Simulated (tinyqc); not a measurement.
Inside a calculation. Method: Born-Oppenheimer dynamics on the RHF/sto-3g surface (energies and gradients from PySCF), for H2O, spin multiplicity 1. Computed by tinyqc, a small Python program that keeps every step (integrals from PySCF). Settings: charge = 0, multiplicity = 1, basis = sto-3g, time step (fs) = 1.0, steps = 16. Command: `OMP_NUM_THREADS=1 python tinyqc.py 21042 21043 out.jsonl` (the two numbers bound the seeds that draw the settings). One thread of a shared host (Intel(R) Xeon(R) Processor @ 2.60GHz), about 2 s of CPU time with the checks.

## Velocity Verlet step 1

positions (bohr):
```
          x        y       z
1O   0.0624   0.0340  0.0302
2H   0.0869   1.3228  1.0960
3H  -0.0019  -1.1357  1.2038
```

velocities (bohr per atomic time unit):
```
             x           y           z
1O   0.0000040  -0.0000119   0.0000105
2H   0.0000470   0.0000571  -0.0001775
3H  -0.0001100   0.0001321   0.0000115
```

gradient (hartree/bohr):
```
            x          y          z
1O  -0.004074  -0.003443   0.201717
2H  -0.003554  -0.149538  -0.087779
3H   0.007628   0.152981  -0.113937
```

masses (electron masses): 1O 29156.9464, 2H 1837.1526, 3H 1837.1526

gradient after step 1 (hartree/bohr):
```
            x          y          z
1O  -0.002058   0.000016   0.097210
2H  -0.002178  -0.081561  -0.042241
3H   0.004236   0.081545  -0.054969
```

dt = 1 fs = 41.3414 atomic units; x' = x + v dt - g dt^2 / (2m); after the new gradient g', v' = v - (g + g') dt / (2m).

positions after step 1 (bohr):
```
          x        y       z
1O   0.0626   0.0336  0.0248
2H   0.0905   1.3947  1.1295
3H  -0.0100  -1.2014  1.2572
```

velocities after step 1 (bohr per atomic time unit):
```
             x           y           z
1O   0.0000083  -0.0000095  -0.0002015
2H   0.0001115   0.0026573   0.0012854
3H  -0.0002435  -0.0025067   0.0019119
```

## Velocity Verlet step 2

gradient after step 2 (hartree/bohr):
```
            x          y          z
1O   0.001093   0.000480  -0.047562
2H   0.000271   0.019004   0.021409
3H  -0.001364  -0.019483   0.026153
```

As before.

positions after step 2 (bohr):
```
          x        y       z
1O   0.0630   0.0332  0.0136
2H   0.0961   1.5425  1.2023
3H  -0.0220  -1.3430  1.3618
```

velocities after step 2 (bohr per atomic time unit):
```
             x           y           z
1O   0.0000090  -0.0000098  -0.0002367
2H   0.0001329   0.0033612   0.0015198
3H  -0.0002758  -0.0032050   0.0022361
```

## Energy conservation

The total energy should stay constant up to terms of order dt^2; the step counts as short enough if it moves by less than 2 % of the largest kinetic energy.

Trajectory:
```
time (fs)  1O-2H (angstrom)  potential (hartree)  kinetic (hartree)  total (hartree)
0.0000               0.8851           -74.930995           0.000065       -74.930930
1.0000               0.9278           -74.954268           0.017793       -74.936475
2.0000               1.0168           -74.963957           0.027433       -74.936524
3.0000               1.0913           -74.945260           0.011345       -74.933915
4.0000               1.1193           -74.933779           0.000761       -74.933018
5.0000               1.0921           -74.944320           0.010481       -74.933840
6.0000               1.0178           -74.963306           0.026929       -74.936377
7.0000               0.9273           -74.955520           0.018839       -74.936681
8.0000               0.8801           -74.931006           0.000069       -74.930937
9.0000               0.9217           -74.954014           0.017568       -74.936447
10.0000              1.0115           -74.963908           0.027374       -74.936534
11.0000              1.0883           -74.945390           0.011447       -74.933943
12.0000              1.1194           -74.933784           0.000759       -74.933026
13.0000              1.0950           -74.944193           0.010368       -74.933825
14.0000              1.0227           -74.963344           0.026965       -74.936379
15.0000              0.9327           -74.955781           0.019062       -74.936719
16.0000              0.8846           -74.931038           0.000085       -74.930953
```

The total energy moves within 5.8e-03 hartree; that is over 2 % of the largest kinetic energy, so the time step is too long.
